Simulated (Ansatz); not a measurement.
Process, species as SMILES: OCl (OH-Cl) + H+ → [OH2+]Cl
B3LYP-D3(BJ)/def2-TZVP geometries, fixed; electronic energies without zero-point terms; positive where energy is released.

Basis-set convergence of the proton affinity at CCSD(T) with Ansatz (a first-principles code). Cartesian d functions, on some or all atoms, in 6-31+G*; all else is spherical. Cores are frozen. The proton sits at the site shown, which need not be the one that binds it best. No added dispersion term, no relativity. Functions are those of the species that has most. Reference: Hartree-Fock in aug-cc-pV(Q+d)Z plus the correlation part extrapolated as X^-3 from aug-cc-pV(T+d)Z and aug-cc-pV(Q+d)Z, 158.70 kcal/mol, itself unsure by roughly 0.31 kcal/mol (a third of the extrapolation step and of the last Hartree-Fock step). Deviations are taken from unrounded values. Cost is core time over that of aug-pcseg-1, rough, on shared machines of one kind; a dash marks a row that isn't timed (too short, read off another run, short of memory, by another algorithm or on other hardware).

```csv
basis,functions,proton affinity (kcal/mol),minus reference (kcal/mol),cost
pcseg-0,26,165.92,7.22,-
pcseg-1,42,160.50,1.80,0.6×
6-31+G*,46,157.34,-1.36,0.6×
def2-SVPD,66,161.02,2.32,0.9×
aug-pcseg-1,68,159.16,0.46,1×
aug-cc-pV(D+d)Z,73,159.63,0.93,1×
def2-TZVP,80,160.00,1.30,1×
"6-311++G(2d,2p)",82,161.18,2.48,1×
pcseg-2,92,161.98,3.28,2×
def2-TZVPD,104,159.06,0.36,3×
"6-311++G(3df,3pd)",122,161.06,2.36,4×
pcseg-3,190,160.31,1.61,20×
cc-pV(5+d)Z,301,159.42,0.72,50×
```
